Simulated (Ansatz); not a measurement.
Geometry optimisation of C₄H₉N (`NCC1CC1`).

```yaml
crystal:
  periodic: [false, false, false]
  atoms:
    - {symbol: N, position_ang: [-0.073661, 0.927533, 1.997122]}
    - {symbol: C, position_ang: [-0.086956, 1.071318, 0.542845]}
    - {symbol: C, position_ang: [-0.480666, -0.165908, -0.249452]}
    - {symbol: C, position_ang: [0.547956, -1.242820, -0.517520]}
    - {symbol: C, position_ang: [0.037249, -0.382532, -1.651727]}
    - {symbol: H, position_ang: [0.513092, 0.118904, 2.246651]}
    - {symbol: H, position_ang: [-1.017669, 0.679277, 2.323220]}
    - {symbol: H, position_ang: [-0.769300, 1.910679, 0.282758]}
    - {symbol: H, position_ang: [0.926037, 1.395874, 0.212578]}
    - {symbol: H, position_ang: [-1.510005, -0.518001, -0.052300]}
    - {symbol: H, position_ang: [1.577792, -1.064991, -0.163565]}
    - {symbol: H, position_ang: [0.237100, -2.298401, -0.477298]}
    - {symbol: H, position_ang: [-0.632230, -0.838610, -2.397623]}
    - {symbol: H, position_ang: [0.718360, 0.378579, -2.066888]}
basis:
  gaussian: {orbitals: def2-TZVP}
hamiltonian: {xc: pbe0, dispersion: d4}
relax: {f_tol: 0.005, max_steps: 150}
```

```sh
$ ansatz run in.yaml --threads 4 --pin off --events-out ev --progress --plain --max-ram 10444MiB
```

It prints (some lines left out):

```
Functional definition: PBE0
mean field -5779.10573857 eV, -212.3782186740 hartree, gradient 1.2e-5 eV, S^2 0.000000; 0 other end points of the search recorded, 0 dependent functions left out
relax step   1: F+E_penalty+E_count = -5779.30938810 eV  Δ(F+E_penalty+E_count) = +0.000e0 eV  max|allowed force component| = 6.955e-1 eV/Å  Δτ_max = 0.0000 Å  (30 SCF iters, accepted)
mean field -5779.16177825 eV, -212.3802780940 hartree, gradient 1.8e-5 eV, S^2 0.000000; 0 other end points of the search recorded, 0 dependent functions left out
relax step   2: F+E_penalty+E_count = -5779.36648685 eV  Δ(F+E_penalty+E_count) = -5.710e-2 eV  max|allowed force component| = 2.696e-1 eV/Å  Δτ_max = 0.0241 Å  (31 SCF iters, accepted)
mean field -5779.16799315 eV, -212.3805064874 hartree, gradient 1.8e-5 eV, S^2 0.000000; 0 other end points of the search recorded, 0 dependent functions left out
relax step   3: F+E_penalty+E_count = -5779.37310050 eV  Δ(F+E_penalty+E_count) = -6.614e-3 eV  max|allowed force component| = 6.022e-2 eV/Å  Δτ_max = 0.0130 Å  (31 SCF iters, accepted)
mean field -5779.16823574 eV, -212.3805154025 hartree, gradient 1.8e-5 eV, S^2 0.000000; 0 other end points of the search recorded, 0 dependent functions left out
relax step   4: F+E_penalty+E_count = -5779.37335089 eV  Δ(F+E_penalty+E_count) = -2.504e-4 eV  max|allowed force component| = 2.786e-2 eV/Å  Δτ_max = 0.0053 Å  (31 SCF iters, accepted)
mean field -5779.16831460 eV, -212.3805183006 hartree, gradient 1.8e-5 eV, S^2 0.000000; 0 other end points of the search recorded, 0 dependent functions left out
relax step   5: F+E_penalty+E_count = -5779.37336319 eV  Δ(F+E_penalty+E_count) = -1.230e-5 eV  max|allowed force component| = 3.137e-2 eV/Å  Δτ_max = 0.0189 Å  (31 SCF iters, accepted)
mean field -5779.16840895 eV, -212.3805217678 hartree, gradient 1.8e-5 eV, S^2 0.000000; 0 other end points of the search recorded, 0 dependent functions left out
relax step   6: F+E_penalty+E_count = -5779.37346564 eV  Δ(F+E_penalty+E_count) = -1.025e-4 eV  max|allowed force component| = 6.602e-3 eV/Å  Δτ_max = 0.0084 Å  (31 SCF iters, accepted)
mean field -5779.16841680 eV, -212.3805220564 hartree, gradient 1.8e-5 eV, S^2 0.000000; 0 other end points of the search recorded, 0 dependent functions left out
relax step   7: F+E_penalty+E_count = -5779.37346939 eV  Δ(F+E_penalty+E_count) = -3.750e-6 eV  max|allowed force component| = 1.690e-3 eV/Å  Δτ_max = 0.0006 Å  (32 SCF iters, accepted)
mean field -5779.16841680 eV, -212.3805220564 hartree, gradient 1.8e-5 eV, S^2 0.000000; 1 other end points of the search recorded, 0 dependent functions left out
Total energy: -5779.37349973 eV, -212.3880587151 hartree
Atom 0 at    -0.074848     0.912452     1.977164 Å, force     0.001155     0.000437    -0.001678 eV/Å
Atom 1 at    -0.085705     1.054699     0.530562 Å, force     0.000160    -0.000277     0.001690 eV/Å
Atom 2 at    -0.480519    -0.173273    -0.247750 Å, force     0.000646    -0.000166     0.000046 eV/Å
Atom 3 at     0.544691    -1.232091    -0.517128 Å, force    -0.000720     0.000374     0.000261 eV/Å
Atom 4 at     0.034948    -0.375419    -1.637471 Å, force     0.000138     0.000232    -0.000365 eV/Å
Atom 5 at     0.504378     0.123208     2.240260 Å, force    -0.000094     0.000245    -0.000023 eV/Å
Atom 6 at    -1.007617     0.708564     2.315785 Å, force    -0.001199    -0.000390     0.000460 eV/Å
Atom 7 at    -0.754469     1.884468     0.278915 Å, force    -0.000240     0.000002    -0.000342 eV/Å
Atom 8 at     0.915674     1.365707     0.210347 Å, force    -0.000040    -0.000333    -0.000027 eV/Å
Atom 9 at    -1.490535    -0.526364    -0.055901 Å, force     0.000214     0.000107     0.000198 eV/Å
Atom 10 at     1.555615    -1.051660    -0.167700 Å, force     0.000102    -0.000009     0.000011 eV/Å
Atom 11 at     0.241436    -2.271156    -0.487810 Å, force    -0.000048    -0.000189    -0.000194 eV/Å
Atom 12 at    -0.618380    -0.827620    -2.372990 Å, force    -0.000037    -0.000175     0.000033 eV/Å
Atom 13 at     0.702432     0.379386    -2.037481 Å, force    -0.000038     0.000143    -0.000070 eV/Å
Dipole moment:    -0.121554    -0.242978    -0.099395 e Å
```

Run time 25 s (4 threads of an Arm Neoverse V1 on a shared host); peak host memory 0.51 GiB.
